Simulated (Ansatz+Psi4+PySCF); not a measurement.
# singlet Cl2: levels of theory in one basis

```xyz
2

Cl    0.0000    0.0000    1.2090
Cl    0.0000    0.0000   -1.2090
```

Basis set: cc-pV(T+d)Z (spherical functions). Left uncorrelated: 10 orbitals. Charge 0, multiplicity 1.

Computed with Ansatz (development build ahead of 0.2.0) and Psi4 1.11; each method stands on the lowest determinant of its kind that the runs found.

| method | E − E(RHF) (eV) | <S²> of the determinant |
| --- | --- | --- |
| RHF | 0.00 | 0.00 |
| RHF-MP2 | -10.56 | – |
| RHF-CCSD | -11.58 | – |
| RHF-CCSD(T) | -12.18 | – |

Caution: stretched shape with no unrestricted run beside it, a lower state can exist; unrestricted orbitals would lower the determinant.
